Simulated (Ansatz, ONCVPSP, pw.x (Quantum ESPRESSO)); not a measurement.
# boron (B) (fcc): variants of one ONCV potential in the solid

- Element: boron (B)
- Generator: ONCVPSP 4.0.1
- Type: optimised norm-conserving Vanderbilt (ONCV)
- Functional: PBEsol
- Relativity: scalar-relativistic
- Frozen core: [He]
- Valence charge: 3
- Reference configuration: 2s2 2p1
- Partial waves: 2s: rc 1.35 bohr, ncon 5, nbas 8, qcut 4.6 1/bohr, 2 projectors, debl 2.7 Ha; 2p: rc 2.45 bohr, ncon 3, nbas 6, qcut 7.2 1/bohr, 2 projectors, debl 2.7 Ha; d scattering state at 0.18 Ha: rc 1.90 bohr, ncon 4, nbas 9, qcut 6 1/bohr, 2 projectors, debl 2.9 Ha
- Local potential: polynomial inside 1.15 bohr (lpopt 5, dvloc0 0 Ha)
- Core correction: polynomial model core, fcfact 0.55

Crystal test: fcc B in pw.x 7.5, no spin, 18³ k-points, Fermi–Dirac smearing 0.01 Ry, cutoffs set for each file from its atomic test. The reference is all-electron LAPW (Ansatz 0.2.0) with the same functional, mesh and smearing; V0 and B0 come from Birch–Murnaghan fits to the pressures at five volumes. Errors are pseudo minus all-electron; Δ is the rms difference of the E(V) curves that follow from these fits, minima aligned, over ±6 % about the mean V0. Mesh and smearing are coarse, so the numbers serve the comparison and aren't converged zero-temperature values; the lattice is a test structure that the element need not adopt.

All-electron: a0 = 2.856 Å (V0 = 5.83 Å³/atom), B0 = 278.7 GPa.

Base: The largest radius (2.45 bohr) exceeds half the bond length (1.91 bohr), so the spheres overlap, which is one possible source of error among others. This is a poor potential for the solid.

1 further variants are left out: they gave no file fit for a test, a broken result, the same result as the base, or pressures whose basis-set error rivals the error shown.

A dash in a converged row means that the minimum lies outside the volumes sampled.

```
           change  cutoffs (Ry)       pw.x  a0 (Å)  a0 error (%)  B0 error (%)  Δ (meV/atom)  mean pressure error (GPa)
             base       125/500  converged   2.827         -1.01          +0.2          10.7                      -8.10
        p: nbas 8       125/500  converged   2.834         -0.79          -0.2           8.4                      -6.39
d: ncon 3, nbas 8       125/500  converged   2.827         -1.02          +0.2          10.8                      -8.12
     p: debl 0.65       125/500  converged   2.826         -1.04          +0.3          11.0                      -8.32
```

(1) Give the row for: p: qcut 4.2.

Answers

(1) pw.x: converged; mean pressure error (GPa): -22.26.
